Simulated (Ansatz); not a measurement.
Steps of a relaxation of C3H5NO, SMILES `NC#CCO` with RKS PBE0-D4/def2-TZVP.

```sh
$ ansatz run in.yaml --threads 2 --pin off --events-out ev --progress --plain --max-ram 4352MiB
```

```yaml
crystal:
  periodic: [false, false, false]
  atoms:
    - {symbol: N, position_ang: [1.123613, 0.429260, -2.141995]}
    - {symbol: C, position_ang: [0.487194, 0.067670, -1.012487]}
    - {symbol: C, position_ang: [-0.066970, -0.253000, 0.038350]}
    - {symbol: C, position_ang: [-0.739704, -0.498820, 1.312259]}
    - {symbol: O, position_ang: [-0.419605, 0.412628, 2.359208]}
    - {symbol: H, position_ang: [0.535172, 0.629604, -2.955073]}
    - {symbol: H, position_ang: [1.966553, -0.099188, -2.383375]}
    - {symbol: H, position_ang: [-1.843463, -0.535833, 1.118534]}
    - {symbol: H, position_ang: [-0.474005, -1.508210, 1.697897]}
    - {symbol: H, position_ang: [-0.485785, 1.304690, 1.969581]}
basis:
  gaussian: {orbitals: def2-TZVP}
hamiltonian: {xc: pbe0, dispersion: d4}
relax: {f_tol: 0.005, max_steps: 150}
```

Positions (Å) and forces (eV/Å) along the path, 11 of 11 steps:

```xyz
10
step=1 energy=-6722.1786 eV
N     1.124    0.429   -2.142   -0.006   -0.242   -0.323
C     0.487    0.068   -1.012   -0.831   -0.575    1.570
C    -0.067   -0.253    0.038    0.911    0.700   -1.619
C    -0.740   -0.499    1.312   -0.296   -0.593    0.028
O    -0.420    0.413    2.359   -0.190    0.451   -0.726
H     0.535    0.630   -2.955    0.345   -0.152    0.560
H     1.967   -0.099   -2.383   -0.570    0.308    0.207
H    -1.843   -0.536    1.119    0.620    0.133    0.156
H    -0.474   -1.508    1.698   -0.075    0.568   -0.198
H    -0.486    1.305    1.970    0.090   -0.599    0.345
10
step=2 energy=-6722.2444 eV
N     1.115    0.432   -2.118    0.047   -0.025   -0.189
C     0.479    0.067   -0.996    0.001   -0.098   -0.012
C    -0.066   -0.251    0.032   -0.019    0.103    0.073
C    -0.737   -0.505    1.297   -0.119   -0.198    0.004
O    -0.419    0.413    2.330   -0.064    0.143   -0.219
H     0.530    0.620   -2.922    0.078   -0.029    0.152
H     1.944   -0.097   -2.354   -0.140    0.078    0.073
H    -1.828   -0.529    1.112    0.207    0.011    0.058
H    -0.464   -1.498    1.682   -0.033    0.183   -0.065
H    -0.469    1.295    1.941    0.043   -0.169    0.124
10
step=3 energy=-6722.2480 eV
N     1.113    0.433   -2.116    0.013    0.026   -0.030
C     0.476    0.067   -0.996    0.006   -0.077   -0.018
C    -0.070   -0.248    0.032   -0.022    0.076    0.037
C    -0.740   -0.507    1.294    0.009   -0.025   -0.006
O    -0.423    0.413    2.324   -0.026    0.004   -0.027
H     0.531    0.616   -2.918   -0.016    0.009    0.002
H     1.941   -0.095   -2.347    0.012   -0.008    0.017
H    -1.824   -0.532    1.114   -0.008   -0.001    0.004
H    -0.463   -1.492    1.678    0.012   -0.012    0.003
H    -0.459    1.293    1.938    0.020    0.006    0.018
10
step=4 energy=-6722.2485 eV
N     1.113    0.432   -2.116    0.003    0.023   -0.003
C     0.475    0.067   -0.996    0.009   -0.063   -0.021
C    -0.072   -0.245    0.032   -0.016    0.068    0.025
C    -0.742   -0.507    1.294    0.016   -0.009   -0.004
O    -0.427    0.413    2.324   -0.015   -0.007    0.005
H     0.531    0.616   -2.918   -0.012    0.005   -0.007
H     1.942   -0.095   -2.345    0.012   -0.008    0.005
H    -1.825   -0.535    1.114   -0.018   -0.004   -0.001
H    -0.460   -1.491    1.677    0.008   -0.016    0.002
H    -0.452    1.293    1.938    0.012    0.012   -0.002
10
step=5 energy=-6722.2494 eV
N     1.113    0.431   -2.117   -0.014    0.008    0.038
C     0.473    0.067   -0.997    0.007   -0.026   -0.010
C    -0.076   -0.234    0.033    0.004    0.041    0.003
C    -0.745   -0.506    1.293    0.004   -0.010   -0.006
O    -0.442    0.414    2.327    0.004    0.025    0.018
H     0.531    0.615   -2.919    0.000   -0.002   -0.016
H     1.942   -0.096   -2.341    0.007   -0.004   -0.015
H    -1.828   -0.546    1.113   -0.011    0.001   -0.003
H    -0.452   -1.489    1.672    0.002   -0.010   -0.002
H    -0.433    1.293    1.938   -0.003   -0.022   -0.006
10
step=6 energy=-6722.2496 eV
N     1.113    0.430   -2.117   -0.009    0.001    0.021
C     0.474    0.068   -0.996    0.000   -0.012    0.000
C    -0.076   -0.226    0.036    0.013    0.017   -0.011
C    -0.746   -0.506    1.293   -0.005    0.001   -0.011
O    -0.450    0.414    2.329    0.009    0.000    0.024
H     0.531    0.612   -2.919    0.001   -0.002   -0.006
H     1.942   -0.098   -2.341    0.000    0.000   -0.008
H    -1.829   -0.548    1.112   -0.003   -0.006   -0.003
H    -0.448   -1.489    1.669   -0.004    0.003    0.001
H    -0.427    1.291    1.938   -0.004   -0.002   -0.007
10
step=7 energy=-6722.2497 eV
N     1.113    0.429   -2.118    0.000   -0.002   -0.002
C     0.476    0.069   -0.996    0.003    0.002   -0.009
C    -0.074   -0.219    0.038   -0.004    0.006    0.016
C    -0.746   -0.503    1.293    0.007   -0.026    0.007
O    -0.454    0.412    2.334   -0.002    0.006   -0.014
H     0.530    0.609   -2.920   -0.001    0.000    0.001
H     1.941   -0.101   -2.345    0.000    0.000    0.001
H    -1.829   -0.551    1.109   -0.001    0.014   -0.001
H    -0.447   -1.487    1.666    0.001   -0.004   -0.003
H    -0.427    1.290    1.943   -0.004    0.003    0.005
10
step=8 energy=-6722.2498 eV
N     1.113    0.427   -2.121    0.002    0.003   -0.002
C     0.478    0.070   -0.997   -0.008   -0.005    0.016
C    -0.069   -0.215    0.039    0.000    0.000   -0.007
C    -0.743   -0.502    1.293   -0.002   -0.018   -0.019
O    -0.451    0.409    2.336    0.004    0.017    0.018
H     0.528    0.606   -2.922    0.001    0.000   -0.002
H     1.941   -0.102   -2.348    0.000   -0.001   -0.001
H    -1.826   -0.545    1.106    0.003    0.000   -0.001
H    -0.448   -1.488    1.663   -0.001    0.001   -0.003
H    -0.439    1.290    1.952    0.000    0.002    0.002
10
step=9 energy=-6722.2498 eV rejected
N     1.113    0.427   -2.121    0.002    0.002   -0.002
C     0.478    0.070   -0.997   -0.007   -0.004    0.014
C    -0.069   -0.215    0.040    0.015    0.007   -0.034
C    -0.743   -0.502    1.292   -0.022   -0.030    0.013
O    -0.450    0.409    2.336    0.004    0.016    0.015
H     0.528    0.606   -2.922    0.001    0.000   -0.001
H     1.940   -0.103   -2.347    0.000    0.000   -0.001
H    -1.826   -0.545    1.106    0.008    0.001   -0.001
H    -0.448   -1.488    1.663   -0.002    0.005   -0.004
H    -0.440    1.290    1.953    0.001    0.003    0.002
10
step=10 energy=-6722.2498 eV
N     1.113    0.427   -2.121    0.001    0.002   -0.001
C     0.478    0.070   -0.997    0.003    0.000   -0.005
C    -0.069   -0.215    0.039   -0.005   -0.003    0.007
C    -0.743   -0.502    1.293   -0.002   -0.003   -0.006
O    -0.451    0.409    2.337    0.001    0.003    0.005
H     0.528    0.606   -2.922    0.000    0.000    0.000
H     1.941   -0.102   -2.348   -0.001    0.000    0.000
H    -1.826   -0.545    1.106    0.002    0.000    0.000
H    -0.448   -1.488    1.663    0.000    0.000   -0.001
H    -0.439    1.290    1.953    0.000    0.002    0.000
10
step=11 energy=-6722.2498 eV
N     1.113    0.427   -2.121    0.000    0.000    0.000
C     0.478    0.070   -0.997   -0.001    0.000    0.002
C    -0.069   -0.215    0.039    0.002    0.001   -0.003
C    -0.743   -0.502    1.292    0.000   -0.002    0.001
O    -0.451    0.409    2.337    0.000    0.001   -0.001
H     0.528    0.606   -2.922    0.000    0.000    0.000
H     1.940   -0.103   -2.348    0.000    0.000    0.000
H    -1.826   -0.545    1.106    0.000    0.000    0.000
H    -0.448   -1.488    1.663   -0.001    0.002   -0.001
H    -0.441    1.290    1.953    0.000   -0.001    0.000
```

Hardware: 2 threads of an Arm Neoverse V1 on a shared host. Wall time 44 s, peak host memory 0.38 GiB.
